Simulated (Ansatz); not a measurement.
Steps of a relaxation of CH2AlN (`[CH]1=[N][AlH]1`) with RKS PBE0-D4/def2-TZVP.

```sh
$ ansatz run in.yaml --threads 2 --pin off --events-out ev --progress --plain --max-ram 4352MiB
```

```yaml
crystal:
  periodic: [false, false, false]
  atoms:
    - {symbol: C, position_ang: [-0.549827, -0.718390, 0.097407]}
    - {symbol: N, position_ang: [0.302684, -0.452544, 0.936603]}
    - {symbol: Al, position_ang: [0.219094, 0.893280, -0.848300]}
    - {symbol: H, position_ang: [-1.356445, -1.454299, -0.096382]}
    - {symbol: H, position_ang: [1.434395, 1.658254, -0.130728]}
basis:
  gaussian: {orbitals: def2-TZVP}
hamiltonian: {xc: pbe0, dispersion: d4}
relax: {f_tol: 0.005, max_steps: 150}
```

Positions (Å) and forces (eV/Å) along the path, 20 of 20 steps:

```xyz
5
step=1 energy=-9148.9366 eV
C    -0.550   -0.718    0.097    0.881    0.044    1.151
N     0.303   -0.453    0.937   -1.289   -0.309   -1.384
Al    0.219    0.893   -0.848    0.104   -0.096    0.263
H    -1.356   -1.454   -0.096    0.453    0.445    0.071
H     1.434    1.658   -0.131   -0.150   -0.085   -0.100
5
step=2 energy=-9148.9672 eV
C    -0.546   -0.718    0.101    0.076   -0.125    0.269
N     0.293   -0.456    0.928   -0.198    0.026   -0.307
Al    0.221    0.888   -0.840    0.023   -0.037    0.076
H    -1.344   -1.440   -0.096    0.119    0.148   -0.025
H     1.426    1.653   -0.135   -0.021   -0.013   -0.013
5
step=3 energy=-9148.9694 eV
C    -0.548   -0.717    0.104   -0.032   -0.098    0.033
N     0.292   -0.453    0.922    0.046    0.076   -0.017
Al    0.220    0.885   -0.836    0.006   -0.011    0.028
H    -1.339   -1.438   -0.097   -0.022    0.027   -0.042
H     1.424    1.649   -0.135    0.003    0.005   -0.002
5
step=4 energy=-9148.9698 eV
C    -0.549   -0.719    0.104   -0.035   -0.079    0.011
N     0.292   -0.453    0.922    0.054    0.071   -0.001
Al    0.222    0.885   -0.833    0.001   -0.019    0.031
H    -1.341   -1.439   -0.097   -0.018    0.027   -0.038
H     1.427    1.654   -0.137   -0.002    0.001   -0.003
5
step=5 energy=-9148.9704 eV
C    -0.547   -0.730    0.101   -0.043    0.059   -0.017
N     0.292   -0.449    0.916    0.043   -0.005    0.032
Al    0.229    0.877   -0.821   -0.009   -0.033    0.015
H    -1.351   -1.437   -0.096    0.008   -0.024   -0.022
H     1.428    1.666   -0.141    0.001    0.002   -0.007
5
step=6 energy=-9148.9710 eV
C    -0.551   -0.729    0.102   -0.047    0.030   -0.043
N     0.289   -0.452    0.918    0.037    0.005    0.027
Al    0.231    0.872   -0.808    0.000   -0.018    0.012
H    -1.351   -1.439   -0.102    0.007   -0.020    0.004
H     1.433    1.674   -0.152    0.003    0.003    0.000
5
step=7 energy=-9148.9717 eV
C    -0.561   -0.728    0.102   -0.011    0.002   -0.071
N     0.287   -0.453    0.917   -0.017   -0.010    0.003
Al    0.236    0.864   -0.785    0.020    0.006    0.026
H    -1.354   -1.447   -0.107    0.020    0.006    0.050
H     1.441    1.690   -0.167   -0.012   -0.004   -0.008
5
step=8 energy=-9148.9736 eV
C    -0.574   -0.729    0.097   -0.053   -0.059   -0.144
N     0.278   -0.460    0.917   -0.040   -0.006   -0.011
Al    0.251    0.844   -0.737    0.112    0.078    0.073
H    -1.362   -1.457   -0.116    0.048    0.025    0.119
H     1.457    1.727   -0.201   -0.068   -0.038   -0.036
5
step=9 energy=-9148.9792 eV
C    -0.585   -0.733    0.088   -0.141   -0.061   -0.257
N     0.268   -0.468    0.916    0.001    0.005    0.026
Al    0.269    0.826   -0.689    0.204    0.126    0.134
H    -1.373   -1.465   -0.121    0.073    0.017    0.164
H     1.471    1.767   -0.236   -0.138   -0.087   -0.066
5
step=10 energy=-9148.9930 eV
C    -0.599   -0.739    0.076   -0.268   -0.036   -0.446
N     0.254   -0.480    0.917    0.082    0.007    0.124
Al    0.296    0.804   -0.623    0.334    0.205    0.203
H    -1.388   -1.475   -0.128    0.101   -0.002    0.219
H     1.487    1.817   -0.283   -0.248   -0.174   -0.101
5
step=11 energy=-9149.0170 eV
C    -0.612   -0.744    0.061   -0.341    0.058   -0.631
N     0.238   -0.495    0.920    0.154   -0.018    0.247
Al    0.330    0.784   -0.553    0.393    0.236    0.232
H    -1.402   -1.483   -0.135    0.124   -0.021    0.259
H     1.496    1.865   -0.334   -0.330   -0.255   -0.107
5
step=12 energy=-9149.0892 eV
C    -0.626   -0.732    0.013   -0.425   -0.051   -0.526
N     0.215   -0.517    0.922    0.073   -0.240    0.406
Al    0.397    0.753   -0.433    0.361    0.345    0.039
H    -1.416   -1.492   -0.132    0.230    0.100    0.199
H     1.480    1.914   -0.412   -0.238   -0.155   -0.119
5
step=13 energy=-9149.1209 eV
C    -0.650   -0.715   -0.049    0.820    0.396    0.704
N     0.167   -0.591    0.963   -0.505    0.057   -0.807
Al    0.507    0.737   -0.277   -0.204   -0.343    0.159
H    -1.428   -1.497   -0.136    0.175    0.239   -0.088
H     1.454    1.994   -0.543   -0.286   -0.349    0.032
5
step=14 energy=-9149.1500 eV
C    -0.628   -0.707   -0.021    0.221    0.405   -0.220
N     0.171   -0.606    0.983    0.026   -0.022    0.066
Al    0.511    0.722   -0.246   -0.098   -0.110    0.006
H    -1.412   -1.447   -0.183   -0.138   -0.226    0.101
H     1.408    1.964   -0.573   -0.010   -0.048    0.047
5
step=15 energy=-9149.1523 eV
C    -0.632   -0.692   -0.038   -0.065   -0.193    0.086
N     0.172   -0.598    0.971   -0.110   -0.156    0.054
Al    0.507    0.717   -0.244    0.214    0.383   -0.169
H    -1.409   -1.460   -0.166    0.021    0.044    0.013
H     1.411    1.960   -0.565   -0.059   -0.078    0.016
5
step=16 energy=-9149.1514 eV rejected
C    -0.632   -0.694   -0.038   -0.106   -0.282    0.167
N     0.172   -0.594    0.965    0.018    0.172   -0.187
Al    0.492    0.728   -0.280    0.104    0.008    0.151
H    -1.406   -1.468   -0.150   -0.011    0.076   -0.087
H     1.424    1.954   -0.538   -0.006    0.026   -0.043
5
step=17 energy=-9149.1553 eV
C    -0.628   -0.701   -0.037   -0.015    0.037   -0.011
N     0.170   -0.598    0.971    0.019   -0.004    0.025
Al    0.507    0.724   -0.256   -0.014   -0.024   -0.004
H    -1.413   -1.459   -0.162    0.005   -0.013   -0.009
H     1.413    1.960   -0.558    0.004    0.005   -0.001
5
step=18 energy=-9149.1553 eV
C    -0.628   -0.701   -0.037   -0.015    0.027   -0.004
N     0.169   -0.598    0.972    0.013   -0.005    0.017
Al    0.509    0.723   -0.256   -0.009   -0.011   -0.003
H    -1.413   -1.458   -0.162    0.006   -0.012   -0.008
H     1.412    1.961   -0.558    0.005    0.001   -0.002
5
step=19 energy=-9149.1553 eV rejected
C    -0.632   -0.697   -0.033    0.026   -0.011   -0.013
N     0.171   -0.599    0.971   -0.003    0.009   -0.007
Al    0.506    0.725   -0.255   -0.014   -0.010    0.013
H    -1.410   -1.462   -0.165   -0.011    0.010    0.008
H     1.414    1.959   -0.559    0.002    0.002   -0.001
5
step=20 energy=-9149.1554 eV
C    -0.630   -0.699   -0.035   -0.002   -0.001   -0.001
N     0.170   -0.599    0.972    0.001    0.000    0.001
Al    0.507    0.724   -0.255    0.000    0.000    0.000
H    -1.411   -1.460   -0.164    0.001    0.000    0.000
H     1.414    1.960   -0.559    0.000    0.000    0.000
```

Run time 27 s (2 threads of an Arm Neoverse V1 on a shared host); peak host memory 0.17 GiB.
